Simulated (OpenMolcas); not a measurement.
# A ladder of methods for AlH3 (SMILES [H][Al]([H])[H])

The species is AlH3 (4 atoms), meant as a singlet with charge 0. SMILES: `[H][Al]([H])[H]`. Geometry: a GFN2-xTB relaxation, a rough one for these elements and not checked as a minimum.

```tsv
atom	x (Å)	y (Å)	z (Å)
Al	0.0000	0.0000	0.0000
H	1.5527	-0.0305	0.0146
H	-0.7498	1.3598	-0.0191
H	-0.8028	-1.3293	0.0045
```

Each level gives the energy change with the Al1–H4 bond stretched from 1.553 to 3.882 Å (eV). The values are calculated.

```tsv
level	kind	program	value (eV)	less FCI/3-21G	CPU time (all runs)
HF/3-21G (restricted)	Hartree–Fock	OpenMolcas	5.52	+2.43	3.2 s
SVWN5/3-21G (restricted)	LDA	OpenMolcas	4.12	+1.03	6.8 s
B3LYP/3-21G (restricted)	global hybrid	OpenMolcas	4.42	+1.33	8.1 s
CASPT2(2,2)/3-21G	multireference	OpenMolcas	3.11	+0.02	3.4 s
SC-NEVPT2(2,2)/3-21G	multireference	OpenMolcas	3.08	-0.01	3.4 s
ACPF/3-21G (restricted)	coupled cluster or CI	OpenMolcas	2.08	-1.01	3.6 s
CISD/3-21G (restricted)	coupled cluster or CI	OpenMolcas	3.52	+0.43	3.5 s
FCI/3-21G	exact in the basis	OpenMolcas	3.09	0.00	8.1 s
```

FCI/3-21G is exact within its basis and frozen core, so for wave-function methods in that basis the difference is their error; functionals converge differently with the basis, so for them it is only a difference. Spin-restricted single references rise too steeply as a bond breaks, Hartree–Fock most of all. Perturbation and coupled-cluster corrections on them can overshoot downwards. The first shape isn't each level's own minimum. The values span 2.08 to 5.52 eV. All rows use very small basis sets, so even the best lies far from the true value. CPU times are rough (shared hosts, several kinds of processor): they show what a rung costs within a factor of a few.
